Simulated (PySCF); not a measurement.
**Name the molecule from its bond curve**

A diatomic of charge +1 contains P (the partner may be the same element). Its doublet curve at UHF-MP2 in a double-zeta basis (no relativity, PySCF), in eV from the separated fragments:

| R (Å) | E (eV) |
| --- | --- |
| 1.704 | -2.100 |
| 1.784 | -3.105 |
| 1.863 | -3.682 |
| 1.923 | -3.910 |
| 1.982 | -4.008 |
| 2.042 | -4.008 |
| 2.121 | -3.902 |
| 2.220 | -3.664 |
| 2.339 | -3.315 |
| 2.497 | -2.867 |

The fit gives ωe = 643 cm⁻¹ and the rotational constant Bₑ = 0.2691 cm⁻¹.

Which atom is the partner?

The minimum lies at 2.011 Å, so the reduced mass is 16.8576 u Å² cm⁻¹/(Bₑ·Re²) = 15.49 u. With P at 30.97 u the partner weighs about 31.0 u: P. The molecule is P₂⁺.

Correlated steps freeze 10 core orbitals. The state was picked by a PBE0 search and need not be the measured ground state.
